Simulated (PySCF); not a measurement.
Bonds broken one at a time in the series Si F-OH. Isolated molecules, 0 K electronic values unless said otherwise. One relaxed conformer stands for each flexible species; it need not be the lowest. Strings in code marks are SMILES.

The four lowest singlet excitations (Tamm–Dancoff). Level of theory: PBE-D3(BJ)/def2-TZVP // PBE0-D3(BJ)/def2-TZVP (PySCF). Excitations are Tamm–Dancoff values on a coarser integration grid. The basis has no diffuse functions, so Rydberg states are missing or too high.

```csv
state,energy (eV),wavelength (nm),oscillator strength
S1,7.00,177,0.005
S2,7.00,177,0.005
S3,7.82,159,0.000
S4,7.86,158,0.063
```

Question: Say which member gives these states.
(A) `O[Si](F)(F)F`
(B) `F[Si](F)(F)F`
(C) `O[Si](O)(O)O`
(D) `O[Si](O)(F)F` (H–O–Si–F torsion -43°, F–Si–O–H torsion -84°)

Answer: C, `O[Si](O)(O)O`
